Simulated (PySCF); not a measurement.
An unknown gives this computed stick spectrum. Method: TDDFT wB97X-D/def2-SVPD, vertical, gas phase, core orbitals frozen in the response in PySCF. Geometries: GFN2-xTB, one conformer each.

```csv
state,E (eV),f
S1,4.31,1.565
S2,6.02,0.0000
S3,6.32,0.0000
S4,6.35,0.0000
S5,6.48,0.0000
S6,6.83,0.021
S7,6.90,0.0000
S8,6.99,0.0005
```

Triplets computed (Tamm–Dancoff): 2.21, 3.66, 4.85 eV.

Question: Which candidate is it?
A. `C=C/C=C/C=C/C=C`
B. `CCc1ccccc1`
C. `c1ccc(C(=O)C)cc1`

Answer: A. Its S1 lies at 4.31 eV; the nearest of the others has S1 at 3.98 eV. S1 is HOMO→LUMO (98%). Löwdin shares by element: HOMO carbon 53% or more (atoms not listed hold the other 47%); LUMO carbon 52% or more (atoms not listed hold the other 48%). At the same level the other candidates give, for their lowest levels:
- `CCc1ccccc1`: 5.50 eV (f 0.002); 6.19 eV (f 0.023); 7.10 eV (f 0.483); 7.10 eV (f 0.787); 7.32 eV (f 0.016); T1 4.27 eV; HOMO -8.74, LUMO 1.60 eV
- `CC(=O)c1ccccc1`: 3.98 eV (f 0.000); 5.09 eV (f 0.021); 5.51 eV (f 0.239); 6.62 eV (f 0.000); 6.67 eV (f 0.227); T1 3.52 eV; HOMO -9.33, LUMO 0.00 eV

The values belong to the conformer `[CH2:1]=[CH:2]/[CH:3]=[CH:4]/[CH:5]=[CH:6]/[CH:7]=[CH2:8]`: C1–C2–C3–C4 180°, C3–C4–C5–C6 180°, C5–C6–C7–C8 180°.
